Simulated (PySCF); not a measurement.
# HCl and its ions

RHF-CCSD(T); PySCF, no relativity, basis sets H def2-TZVPPD, Cl def2-TZVPPD. Neutral (RHF): singlet (closed shell), Re = 1.275 Å, ωe = 3011 cm⁻¹, De = 4.57 eV.

HCl⁺ (UHF): doublet (π ↑), Re = 1.313 Å, ωe = 2705 cm⁻¹, De = 4.69 eV to H + Cl⁺. The energies at the minima are -460.33327 hartree for HCl and -459.86981 for HCl⁺.

Problem. Work out the adiabatic ionisation energy, without and with harmonic zero-point energies (1 hartree = 27.2114 eV, 1 eV = 8065.5 cm⁻¹), and the change of the bond length.

Solution. At CCSD(T): 0.46346 hartree = 12.611 eV between the minima; the zero-point term (2705.0 − 3011.0)/2 cm⁻¹ = -0.019 eV makes it 12.592 eV. Re changes by +3.8 pm against the neutral. The electron leaves a π orbital, which is non-bonding in a hydride.

Correlated steps freeze 5 core orbitals. For an ion De counts to the pair picked by the measured ionisation energies or electron affinities, which need not be the lowest pair at this level. Where the molecule has an RHF reference, its open-shell atoms are computed with UHF. States were picked by a PBE0 search and need not be the measured ground states.

Neutral and ion stand on different kinds of reference determinant, which adds to the error of the difference.
